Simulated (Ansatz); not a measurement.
# AlH₃O (singlet): RPA-PBE over a scan of the distance Al1–O2, cc-pVDZ

How well do these functionals follow the top wave-function level for AlH₃O (singlet) over a scan of the distance Al1–O2?

Program: Ansatz 0.2.0, Gaussian basis. Level of theory: cc-pVDZ, all electrons in the functionals, frozen cores in the correlation of double hybrids and RPA. These are calculated values, not measurements.

The runs, in order: RPA-PBE, at 1.304 Å; 1.515 Å; 1.656 Å; 1.829 Å; 2.045 Å; 2.317 Å; 2.669 Å; 3.034 Å; 3.590 Å; 4.555 Å; 5.618 Å.

23 further runs of the same task are left out: 2 for a mislabelled method, 10 for a known fault of the program, 7 that didn't finish, 4 set aside as unsound or not needed.

### 1 The geometry

The geometry derives from a PBE0/def2-TZVP stationary point (not a proven minimum). One bond is set to the value named and the two fragments are kept rigid.

5 atoms, charge 0, spin multiplicity 1.

Atoms are counted from 1 here; the program's logs count them from 0.

Bond lengths: Al1–O2 1.656 Å, Al1–H3 1.581 Å, Al1–H4 1.581 Å, O2–H5 0.944 Å. Angles: O2–Al1–H3 118.7°, O2–Al1–H4 118.7°, H3–Al1–H4 122.6°, Al1–O2–H5 180.0°.

No dispersion term is added.

The geometry shown and the zero of energy belong to the point 1.656 Å. The yardstick, RCCSDT(Q), and other wave-function levels (R restricted, U unrestricted, valence and pair active spaces) come from earlier runs.

### 2 RPA-PBE, 1.304 Å

The input, in.yaml:

```yaml
crystal:
  periodic: [false, false, false]
  atoms:
    - {symbol: Al, position_ang: [0.000000, 0.000000, 0.469456]}
    - {symbol: O, position_ang: [0.000000, 0.000000, -0.834544]}
    - {symbol: H, position_ang: [0.000000, 1.386849, 1.229467]}
    - {symbol: H, position_ang: [0.000000, -1.386849, 1.229467]}
    - {symbol: H, position_ang: [0.000000, 0.000000, -1.778769]}
basis:
  gaussian: {orbitals: cc-pVDZ}
hamiltonian: {xc: {name: PBE}}
correlation: {method: rpa, electrons: outside_noble_gas}
```

Launch:

```bash
$ ansatz run in.yaml --threads 1 --pin off --events-out ev --progress --plain --max-ram 2393MiB
```

What it wrote:

```text
Functional definition: PBE
  name "PBE"
  cite "Perdew, Burke & Ernzerhof, Phys. Rev. Lett. 77, 3865 (1996) doi:10.1103/PhysRevLett.77.3865"
  parent pbe
  parameter kappa = 0.804
  parameter beta = 0.06672455060314922
  exchange = pbe_x(kappa = kappa, mu = beta*pi^2/3)
  correlation = pbe_c(beta = beta)
440 factors; integrals over basis functions are off by at most 1.3e-3 eV
mean field evaluation 1: about -8673.9613 eV, gradient 7.0e1 eV
mean field evaluation 2: about -8673.9538 eV, gradient 7.0e1 eV
mean field evaluation 4: about -8682.0871 eV, gradient 1.2e1 eV
mean field evaluation 8: about -8682.5432 eV, gradient 2.5e-1 eV
mean field evaluation 16: about -8682.5434 eV, gradient 2.7e-6 eV
mean field -8682.54338107 eV, -319.0775840149 hartree, gradient 2.7e-6 eV, S^2 0.000000; 0 other end points of the search recorded, 0 dependent functions left out
6 core orbitals not correlated: weight in the atoms' cores, before any rotation towards them, 0.998 or more for the frozen orbitals, at most 0.001 for the correlated occupied ones
reference -8663.53967550 eV, -318.3792107164 hartree; 6, 6 occupied and 35, 35 virtual orbitals, 440 factors
Total energy: -8674.93062173 eV, -318.7978202695 hartree
```

It took 0.87 s on 1 thread of Arm Neoverse V2, shared host.

### 3 RPA-PBE, 1.515 Å

The input, in.yaml:

```yaml
crystal:
  periodic: [false, false, false]
  atoms:
    - {symbol: Al, position_ang: [0.000000, 0.000000, 0.547460]}
    - {symbol: O, position_ang: [0.000000, 0.000000, -0.967540]}
    - {symbol: H, position_ang: [0.000000, 1.386849, 1.307471]}
    - {symbol: H, position_ang: [0.000000, -1.386849, 1.307471]}
    - {symbol: H, position_ang: [0.000000, 0.000000, -1.911765]}
basis:
  gaussian: {orbitals: cc-pVDZ}
hamiltonian: {xc: {name: PBE}}
correlation: {method: rpa, electrons: outside_noble_gas}
```

The command is unchanged.

What it wrote, cut to the lines that bear on the results:

```text
Functional definition: PBE
  name "PBE"
  cite "Perdew, Burke & Ernzerhof, Phys. Rev. Lett. 77, 3865 (1996) doi:10.1103/PhysRevLett.77.3865"
  parent pbe
[...]
437 factors; integrals over basis functions are off by at most 1.4e-3 eV
[...]
mean field -8686.49648661 eV, -319.2228579640 hartree, gradient 6.4e-7 eV, S^2 0.000000; 1 other end points of the search recorded, 0 dependent functions left out
6 core orbitals not correlated: weight in the atoms' cores, before any rotation towards them, 0.999 or more for the frozen orbitals, at most 0.000 for the correlated occupied ones
reference -8667.39349473 eV, -318.5208359611 hartree; 6, 6 occupied and 35, 35 virtual orbitals, 437 factors
Total energy: -8678.98159893 eV, -318.9466909357 hartree
```

It took 1 s on 1 thread of Arm Neoverse V2, shared host.

### 4 RPA-PBE, 1.656 Å

The input, in.yaml:

```yaml
crystal:
  periodic: [false, false, false]
  atoms:
    - {symbol: Al, position_ang: [0.000000, 0.000000, 0.599556]}
    - {symbol: O, position_ang: [0.000000, 0.000000, -1.056365]}
    - {symbol: H, position_ang: [0.000000, 1.386849, 1.359567]}
    - {symbol: H, position_ang: [0.000000, -1.386849, 1.359567]}
    - {symbol: H, position_ang: [0.000000, 0.000000, -2.000590]}
basis:
  gaussian: {orbitals: cc-pVDZ}
hamiltonian: {xc: {name: PBE}}
correlation: {method: rpa, electrons: outside_noble_gas}
```

The command is unchanged.

What it wrote, cut to the lines that bear on the results:

```text
Functional definition: PBE
  name "PBE"
  cite "Perdew, Burke & Ernzerhof, Phys. Rev. Lett. 77, 3865 (1996) doi:10.1103/PhysRevLett.77.3865"
  parent pbe
[...]
437 factors; integrals over basis functions are off by at most 1.4e-3 eV
[...]
mean field -8687.14596636 eV, -319.2467259047 hartree, gradient 1.4e-6 eV, S^2 0.000000; 1 other end points of the search recorded, 0 dependent functions left out
6 core orbitals not correlated: weight in the atoms' cores, before any rotation towards them, 1.000 or more for the frozen orbitals, at most 0.000 for the correlated occupied ones
reference -8667.91155652 eV, -318.5398743807 hartree; 6, 6 occupied and 35, 35 virtual orbitals, 437 factors
Total energy: -8679.63645480 eV, -318.9707564450 hartree
```

Run time: 1.1 s. Hardware: 1 thread of Arm Neoverse V2, shared host.

### 5 RPA-PBE, 1.829 Å

The input, in.yaml:

```yaml
crystal:
  periodic: [false, false, false]
  atoms:
    - {symbol: Al, position_ang: [0.000000, 0.000000, 0.663541]}
    - {symbol: O, position_ang: [0.000000, 0.000000, -1.165459]}
    - {symbol: H, position_ang: [0.000000, 1.386849, 1.423552]}
    - {symbol: H, position_ang: [0.000000, -1.386849, 1.423552]}
    - {symbol: H, position_ang: [0.000000, 0.000000, -2.109684]}
basis:
  gaussian: {orbitals: cc-pVDZ}
hamiltonian: {xc: {name: PBE}}
correlation: {method: rpa, electrons: outside_noble_gas}
```

The command is unchanged.

What it wrote, cut to the lines that bear on the results:

```text
Functional definition: PBE
  name "PBE"
  cite "Perdew, Burke & Ernzerhof, Phys. Rev. Lett. 77, 3865 (1996) doi:10.1103/PhysRevLett.77.3865"
  parent pbe
[...]
437 factors; integrals over basis functions are off by at most 1.4e-3 eV
[...]
mean field -8686.98396115 eV, -319.2407723232 hartree, gradient 2.9e-6 eV, S^2 0.000000; 1 other end points of the search recorded, 0 dependent functions left out
6 core orbitals not correlated: weight in the atoms' cores, before any rotation towards them, 1.000 or more for the frozen orbitals, at most 0.000 for the correlated occupied ones
reference -8667.56960304 eV, -318.5273078219 hartree; 6, 6 occupied and 35, 35 virtual orbitals, 437 factors
Total energy: -8679.46316144 eV, -318.9643880316 hartree
```

Run time: 1.1 s. Hardware: 1 thread of Arm Neoverse V2, shared host.

From 1.656 Å: +16.7 kJ/mol.

### 6 RPA-PBE, 2.045 Å

The input, in.yaml:

```yaml
crystal:
  periodic: [false, false, false]
  atoms:
    - {symbol: Al, position_ang: [0.000000, 0.000000, 0.743394]}
    - {symbol: O, position_ang: [0.000000, 0.000000, -1.301606]}
    - {symbol: H, position_ang: [0.000000, 1.386849, 1.503405]}
    - {symbol: H, position_ang: [0.000000, -1.386849, 1.503405]}
    - {symbol: H, position_ang: [0.000000, 0.000000, -2.245831]}
basis:
  gaussian: {orbitals: cc-pVDZ}
hamiltonian: {xc: {name: PBE}}
correlation: {method: rpa, electrons: outside_noble_gas}
```

The command is unchanged.

What it wrote, cut to the lines that bear on the results:

```text
Functional definition: PBE
  name "PBE"
  cite "Perdew, Burke & Ernzerhof, Phys. Rev. Lett. 77, 3865 (1996) doi:10.1103/PhysRevLett.77.3865"
  parent pbe
[...]
437 factors; integrals over basis functions are off by at most 1.4e-3 eV
[...]
mean field -8686.15121530 eV, -319.2101694776 hartree, gradient 6.3e-7 eV, S^2 0.000000; 0 other end points of the search recorded, 0 dependent functions left out
6 core orbitals not correlated: weight in the atoms' cores, before any rotation towards them, 1.000 or more for the frozen orbitals, at most 0.000 for the correlated occupied ones
reference -8666.49507975 eV, -318.4878198194 hartree; 6, 6 occupied and 35, 35 virtual orbitals, 437 factors
Total energy: -8678.60406045 eV, -318.9328166525 hartree
```

Run time: 1 s. Hardware: 1 thread of Arm Neoverse V2, shared host.

From 1.656 Å: +99.6 kJ/mol.

### 7 RPA-PBE, 2.317 Å

The input, in.yaml:

```yaml
crystal:
  periodic: [false, false, false]
  atoms:
    - {symbol: Al, position_ang: [0.000000, 0.000000, 0.843948]}
    - {symbol: O, position_ang: [0.000000, 0.000000, -1.473052]}
    - {symbol: H, position_ang: [0.000000, 1.386849, 1.603959]}
    - {symbol: H, position_ang: [0.000000, -1.386849, 1.603959]}
    - {symbol: H, position_ang: [0.000000, 0.000000, -2.417277]}
basis:
  gaussian: {orbitals: cc-pVDZ}
hamiltonian: {xc: {name: PBE}}
correlation: {method: rpa, electrons: outside_noble_gas}
```

Same command.

What it wrote, cut to the lines that bear on the results:

```text
Functional definition: PBE
  name "PBE"
  cite "Perdew, Burke & Ernzerhof, Phys. Rev. Lett. 77, 3865 (1996) doi:10.1103/PhysRevLett.77.3865"
  parent pbe
[...]
440 factors; integrals over basis functions are off by at most 9.9e-4 eV
[...]
mean field -8684.86070105 eV, -319.1627439537 hartree, gradient 2.3e-7 eV, S^2 0.000000; 1 other end points of the search recorded, 0 dependent functions left out
6 core orbitals not correlated: weight in the atoms' cores, before any rotation towards them, 1.000 or more for the frozen orbitals, at most 0.000 for the correlated occupied ones
reference -8664.86700920 eV, -318.4279893302 hartree; 6, 6 occupied and 35, 35 virtual orbitals, 440 factors
Total energy: -8677.27993981 eV, -318.8841561163 hartree
```

Wall time 1.1 s (1 thread of Arm Neoverse V2, shared host).

From 1.656 Å: +227.4 kJ/mol.

### 8 RPA-PBE, 2.669 Å

The input, in.yaml:

```yaml
crystal:
  periodic: [false, false, false]
  atoms:
    - {symbol: Al, position_ang: [0.000000, 0.000000, 0.974078]}
    - {symbol: O, position_ang: [0.000000, 0.000000, -1.694922]}
    - {symbol: H, position_ang: [0.000000, 1.386849, 1.734089]}
    - {symbol: H, position_ang: [0.000000, -1.386849, 1.734089]}
    - {symbol: H, position_ang: [0.000000, 0.000000, -2.639147]}
basis:
  gaussian: {orbitals: cc-pVDZ}
magnetization: {spin_polarized: true, initial_magnetization: 0}
hamiltonian: {xc: {name: PBE}}
correlation: {method: rpa, electrons: outside_noble_gas}
```

Same command.

What it wrote, cut to the lines that bear on the results:

```text
Functional definition: PBE
  name "PBE"
  cite "Perdew, Burke & Ernzerhof, Phys. Rev. Lett. 77, 3865 (1996) doi:10.1103/PhysRevLett.77.3865"
  parent pbe
[...]
439 factors; integrals over basis functions are off by at most 1.0e-3 eV
[...]
mean field -8683.35838002 eV, -319.1075346742 hartree, gradient 6.6e-6 eV, S^2 0.000000; 15 other end points of the search recorded, 0 dependent functions left out
6 core orbitals not correlated: weight in the atoms' cores, before any rotation towards them, 1.000 or more for the frozen orbitals, at most 0.000 for the correlated occupied ones
reference -8662.86384730 eV, -318.3543744884 hartree; 6, 6 occupied and 35, 35 virtual orbitals, 439 factors
Total energy: -8675.80154779 eV, -318.8298262116 hartree
```

Run time: 8.5 s. Hardware: 1 thread of Arm Neoverse V2, shared host.

From the report: ⟨S²⟩ of the determinant 0.000 (pure singlet: 0.00).

From 1.656 Å: +370.0 kJ/mol.

### 9 RPA-PBE, 3.034 Å

The input, in.yaml:

```yaml
crystal:
  periodic: [false, false, false]
  atoms:
    - {symbol: Al, position_ang: [0.000000, 0.000000, 1.109014]}
    - {symbol: O, position_ang: [0.000000, 0.000000, -1.924986]}
    - {symbol: H, position_ang: [0.000000, 1.386849, 1.869025]}
    - {symbol: H, position_ang: [0.000000, -1.386849, 1.869025]}
    - {symbol: H, position_ang: [0.000000, 0.000000, -2.869211]}
basis:
  gaussian: {orbitals: cc-pVDZ}
magnetization: {spin_polarized: true, initial_magnetization: 0}
hamiltonian: {xc: {name: PBE}}
correlation: {method: rpa, electrons: outside_noble_gas}
```

Launched as before.

What it wrote, cut to the lines that bear on the results:

```text
Functional definition: PBE
  name "PBE"
  cite "Perdew, Burke & Ernzerhof, Phys. Rev. Lett. 77, 3865 (1996) doi:10.1103/PhysRevLett.77.3865"
  parent pbe
[...]
439 factors; integrals over basis functions are off by at most 1.0e-3 eV
[...]
mean field -8682.34489910 eV, -319.0702899373 hartree, gradient 2.8e-6 eV, S^2 0.525478; 23 other end points of the search recorded, 0 dependent functions left out
6 core orbitals not correlated: weight in the atoms' cores, before any rotation towards them, 1.000 or more for the frozen orbitals, at most 0.000 for the correlated occupied ones
reference -8661.80601269 eV, -318.3154997833 hartree; 6, 6 occupied and 35, 35 virtual orbitals, 439 factors
Total energy: -8675.35554077 eV, -318.8134357562 hartree
```

Wall time 19 s (1 thread of Arm Neoverse V2, shared host).

From the report: ⟨S²⟩ of the determinant 0.525 (pure singlet: 0.00). The determinant is far from a pure spin state, so its energy mixes those of several spin states (harmless only where they are near-degenerate, as at dissociation).

From 1.656 Å: +413.0 kJ/mol.

### 10 RPA-PBE, 3.590 Å

The input, in.yaml:

```yaml
crystal:
  periodic: [false, false, false]
  atoms:
    - {symbol: Al, position_ang: [0.000000, 0.000000, 1.314559]}
    - {symbol: O, position_ang: [0.000000, 0.000000, -2.275441]}
    - {symbol: H, position_ang: [0.000000, 1.386849, 2.074570]}
    - {symbol: H, position_ang: [0.000000, -1.386849, 2.074570]}
    - {symbol: H, position_ang: [0.000000, 0.000000, -3.219666]}
basis:
  gaussian: {orbitals: cc-pVDZ}
magnetization: {spin_polarized: true, initial_magnetization: 0}
hamiltonian: {xc: {name: PBE}}
correlation: {method: rpa, electrons: outside_noble_gas}
```

Launched as before.

What it wrote, cut to the lines that bear on the results:

```text
Functional definition: PBE
  name "PBE"
  cite "Perdew, Burke & Ernzerhof, Phys. Rev. Lett. 77, 3865 (1996) doi:10.1103/PhysRevLett.77.3865"
  parent pbe
[...]
441 factors; integrals over basis functions are off by at most 1.0e-3 eV
[...]
mean field -8682.03188717 eV, -319.0587869610 hartree, gradient 5.1e-12 eV, S^2 0.791939; 25 other end points of the search recorded, 0 dependent functions left out
6 core orbitals not correlated: weight in the atoms' cores, before any rotation towards them, 1.000 or more for the frozen orbitals, at most 0.000 for the correlated occupied ones
reference -8662.81212903 eV, -318.3524738768 hartree; 6, 6 occupied and 35, 35 virtual orbitals, 441 factors
Total energy: -8675.32993560 eV, -318.8124947835 hartree
```

Run time: 51 s. Hardware: 1 thread of Arm Neoverse V2, shared host.

From the report: ⟨S²⟩ of the determinant 0.792 (pure singlet: 0.00). The determinant is far from a pure spin state, so its energy mixes those of several spin states (harmless only where they are near-degenerate, as at dissociation).

From 1.656 Å: +415.5 kJ/mol.

### 11 RPA-PBE, 4.555 Å

The input, in.yaml:

```yaml
crystal:
  periodic: [false, false, false]
  atoms:
    - {symbol: Al, position_ang: [0.000000, 0.000000, 1.671307]}
    - {symbol: O, position_ang: [0.000000, 0.000000, -2.883693]}
    - {symbol: H, position_ang: [0.000000, 1.386849, 2.431318]}
    - {symbol: H, position_ang: [0.000000, -1.386849, 2.431318]}
    - {symbol: H, position_ang: [0.000000, 0.000000, -3.827918]}
basis:
  gaussian: {orbitals: cc-pVDZ}
magnetization: {spin_polarized: true, initial_magnetization: 0}
hamiltonian: {xc: {name: PBE}}
correlation: {method: rpa, electrons: outside_noble_gas}
```

The command is unchanged.

What it wrote, cut to the lines that bear on the results:

```text
Functional definition: PBE
  name "PBE"
  cite "Perdew, Burke & Ernzerhof, Phys. Rev. Lett. 77, 3865 (1996) doi:10.1103/PhysRevLett.77.3865"
  parent pbe
[...]
441 factors; integrals over basis functions are off by at most 1.0e-3 eV
[...]
mean field -8681.91355064 eV, -319.0544381735 hartree, gradient 2.0e-10 eV, S^2 0.880989; 16 other end points of the search recorded, 0 dependent functions left out
6 core orbitals not correlated: weight in the atoms' cores, before any rotation towards them, 1.000 or more for the frozen orbitals, at most 0.000 for the correlated occupied ones
reference -8663.27941925 eV, -318.3696464759 hartree; 6, 6 occupied and 35, 35 virtual orbitals, 441 factors
Total energy: -8675.26891791 eV, -318.8102524248 hartree
```

It took 22 s on 1 thread of Arm Neoverse V2, shared host.

From the report: ⟨S²⟩ of the determinant 0.881 (pure singlet: 0.00). The determinant is far from a pure spin state, so its energy mixes those of several spin states (harmless only where they are near-degenerate, as at dissociation).

From 1.656 Å: +421.4 kJ/mol.

### 12 RPA-PBE, 5.618 Å

The input, in.yaml:

```yaml
crystal:
  periodic: [false, false, false]
  atoms:
    - {symbol: Al, position_ang: [0.000000, 0.000000, 2.064284]}
    - {symbol: O, position_ang: [0.000000, 0.000000, -3.553716]}
    - {symbol: H, position_ang: [0.000000, 1.386849, 2.824295]}
    - {symbol: H, position_ang: [0.000000, -1.386849, 2.824295]}
    - {symbol: H, position_ang: [0.000000, 0.000000, -4.497941]}
basis:
  gaussian: {orbitals: cc-pVDZ}
magnetization: {spin_polarized: true, initial_magnetization: 0}
hamiltonian: {xc: {name: PBE}}
correlation: {method: rpa, electrons: outside_noble_gas}
```

Same command.

What it wrote, cut to the lines that bear on the results:

```text
Functional definition: PBE
  name "PBE"
  cite "Perdew, Burke & Ernzerhof, Phys. Rev. Lett. 77, 3865 (1996) doi:10.1103/PhysRevLett.77.3865"
  parent pbe
[...]
441 factors; integrals over basis functions are off by at most 1.0e-3 eV
[...]
mean field -8681.87989280 eV, -319.0532012710 hartree, gradient 1.5e-10 eV, S^2 0.905429; 16 other end points of the search recorded, 0 dependent functions left out
6 core orbitals not correlated: weight in the atoms' cores, before any rotation towards them, 1.000 or more for the frozen orbitals, at most 0.000 for the correlated occupied ones
reference -8663.39768504 eV, -318.3739926635 hartree; 6, 6 occupied and 35, 35 virtual orbitals, 441 factors
Total energy: -8675.24197653 eV, -318.8092623473 hartree
```

Run time: 20 s. Hardware: 1 thread of Arm Neoverse V2, shared host.

From the report: ⟨S²⟩ of the determinant 0.905 (pure singlet: 0.00). The determinant is far from a pure spin state, so its energy mixes those of several spin states (harmless only where they are near-degenerate, as at dissociation).

From 1.656 Å: +424.0 kJ/mol.

### 13 Against the wave-function levels

The yardstick is RCCSDT(Q), where the cluster series has nearly closed. It comes from earlier runs at the same points. Energies in kJ/mol, counted from 1.656 Å; blanks weren't run or aren't comparable.

| level | 1.304 Å | 1.515 Å | 1.656 Å | 1.829 Å | 2.045 Å | 2.317 Å | 2.669 Å | 3.034 Å | 3.590 Å | 4.555 Å | 5.618 Å |
| --- | --- | --- | --- | --- | --- | --- | --- | --- | --- | --- | --- |
| RCCSDT(Q) | 448.8 | 61.2 | 0.0 | 19.4 | 106.5 | 242.1 |  |  |  |  |  |
| RPA-PBE | 454.0 | 63.2 | 0.0 | 16.7 | 99.6 | 227.4 | 370.0 | 413.0 | 415.5 | 421.4 | 424.0 |

Largest miss and mean time a point (RCCSDT(Q) took 12 s a point; shared hosts):

| level | largest miss (kJ/mol) | where | time a point |
| --- | --- | --- | --- |
| RPA-PBE | -14.7 | 2.317 Å | 11 s |

### 14 Outcome

| quantity | value |
| --- | --- |
| span of the RCCSDT(Q) curve (points where it is known) | 448.8 kJ/mol |
| largest miss, RPA-PBE | -14.7 kJ/mol (2.317 Å) |

Misses are known at 5 of 10 points at best, and only functionals with that many are ranked. RPA-PBE strays by up to 14.7 kJ/mol, at 2.317 Å. RPA-PBE clearly breaks the spin symmetry at some points (⟨S²⟩ up to 0.91 above the pure value), so energy there is bought with a mixed spin. Functionals and the yardstick converge differently with the basis, so part of each miss in cc-pVDZ is the basis. The program flags that the yardstick's amplitudes may have other solutions at some points.
